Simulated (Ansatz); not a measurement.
**UBCCD(T)/STO-3G run of BCl2 (SMILES Cl[B]Cl)**

Aim: the energy change on altering one bond length of BCl2 at UBCCD(T)/STO-3G, from 2 runs. 

The calculation is run with Ansatz 0.2.0.

38 further runs of the same task are left out: 4 that didn't finish, 34 set aside as unsound or not needed.

## 1. Starting point

The species is BCl2 (3 atoms), meant as a doublet with charge 0. SMILES: `Cl[B]Cl`. The coordinates come from a PBE0-D4/def2-TZVP relaxation.

Bond lengths: Cl1–B2 1.720 Å, B2–Cl3 1.720 Å. Angles: Cl1–B2–Cl3 125.4°.

## 2. The energy at UBCCD(T)/STO-3G

Contents of molecule.yaml:

```yaml
basis:
  gaussian:
    orbitals: STO-3G
crystal:
  periodic: [false, false, false]
  atoms:
    - {symbol: Cl, position_ang: [0.371500, -1.525600, 0.030000]}
    - {symbol: B, position_ang: [-0.463900, -0.050300, -0.256900]}
    - {symbol: Cl, position_ang: [0.081500, 1.511100, 0.213700]}
magnetization:
  spin_polarized: true
  initial_magnetization: 1
correlation:
  method: bccd_t
  frozen_orbitals: {B: 1, Cl: 5}
accuracy: high
scf:
  omitted_lower_state_checks: [cluster_reference, increment]
```

Launch:

```sh
$ ansatz run molecule.yaml --threads 1 --pin off --max-ram 2610MiB --events-out events.jsonl --progress --plain --runs-dir runs
```

The log of the run, shortened:

```text
Warning: RAYON_NUM_THREADS=1 ignored (pool sized by the plan → 1); use --threads N
Functional definition: HF
  name "HF"
[...]
404 factors; integrals over basis functions are off by at most 1.6e-8 eV
[...]
mean field -25402.68111153 eV, -933.5313122931 hartree, gradient 9.9e-8 eV, S^2 0.753681; 0 other end points of the search recorded, 0 dependent functions left out
11 core orbitals not correlated: weight in the atoms' cores, before any rotation towards them, 1.000 or more for the frozen orbitals, at most 0.000 for the correlated occupied ones
reference -25402.68111153 eV, -933.5313122931 hartree; 9, 8 occupied and 3, 4 virtual orbitals, 404 factors
second order -1.10653889 eV of doubles, -0.00000000 eV of singles
cycle   1  -1.23678840 eV  change   -1.3e-1 eV  update   6.2e-2
[...]
cycle  22  -1.35606478 eV  change   3.0e-10 eV  update  3.9e-10
perturbative correction -0.09445743 eV, -0.0034712465 hartree
Total energy: -25404.13163374 eV, -933.5846180012 hartree
Checks for a lower state left out: cluster_reference, increment
```

Run time: 0.58 s. Hardware: 1 thread of Arm Neoverse V1, shared host.

## 3. The distorted shape, same level

Contents of run.yaml:

```yaml
crystal:
  periodic: [false, false, false]
  atoms:
    - symbol: Cl
      position_ang: [0.580356, -1.894436, 0.101727]
    - symbol: B
      position_ang: [-0.463900, -0.050300, -0.256900]
    - symbol: Cl
      position_ang: [0.081500, 1.511100, 0.213700]
basis:
  gaussian:
    orbitals: STO-3G
magnetization:
  spin_polarized: true
  initial_magnetization: 1
correlation:
  method: bccd_t
  frozen_orbitals: {B: 1, Cl: 5}
accuracy: high
scf:
  omitted_lower_state_checks: [cluster_reference, increment]
```

Launch:

```sh
$ ansatz run run.yaml --threads 1 --pin off --max-ram 2610MiB --events-out events.jsonl --progress --plain --runs-dir runs
```

The log of the run, shortened:

```text
Warning: RAYON_NUM_THREADS=1 ignored (pool sized by the plan → 1); use --threads N
[... 2 set-up lines as earlier in the session ...]
[...]
397 factors; integrals over basis functions are off by at most 1.8e-8 eV
[...]
mean field -25401.41169121 eV, -933.4846619568 hartree, gradient 1.7e-8 eV, S^2 0.758435; 0 other end points of the search recorded, 0 dependent functions left out
11 core orbitals not correlated: weight in the atoms' cores, before any rotation towards them, 1.000 or more for the frozen orbitals, at most 0.000 for the correlated occupied ones
reference -25401.41169121 eV, -933.4846619568 hartree; 9, 8 occupied and 3, 4 virtual orbitals, 397 factors
second order -1.21614748 eV of doubles, -0.00000000 eV of singles
cycle   1  -1.38531168 eV  change   -1.7e-1 eV  update   7.9e-2
[...]
cycle  26  -1.56532024 eV  change  -4.7e-10 eV  update   1.2e-9
perturbative correction -0.12770087 eV, -0.0046929206 hartree
Total energy: -25403.10471232 eV, -933.5468793350 hartree
Checks for a lower state left out: cluster_reference, increment
```

Run time: 0.6 s. Hardware: 1 thread of Arm Neoverse V1, shared host.

## 4. Results

Level: UBCCD(T)/STO-3G, 11 core orbitals frozen.

| quantity | value |
| --- | --- |
| first shape: total energy | -933.58462 Eh |
| first shape: correlation energy (11 core orbitals frozen) | -53.3 mEh |
| first shape: (T) correction | -3.47 mEh |
| first shape: ⟨S²⟩ of the reference determinant | 0.754 |
| distorted shape: total energy | -933.54688 Eh |
| distorted shape: correlation energy (11 core orbitals frozen) | -62.2 mEh |
| distorted shape: (T) correction | -4.69 mEh |
| distorted shape: ⟨S²⟩ of the reference determinant | 0.758 |
| energy change with the Cl1–B2 bond stretched from 1.720 to 2.149 Å | 1.027 eV |

What this shows: With the Cl1–B2 bond stretched from 1.720 to 2.149 Å the energy rises by 1.03 eV (99 kJ/mol). The first shape isn't relaxed at this level, so the change isn't measured from a minimum. The minimal basis adds a large error of its own. The triples (first shape) make up 6.5 % of the correlation energy. The triples (distorted shape) make up 7.5 % of the correlation energy.
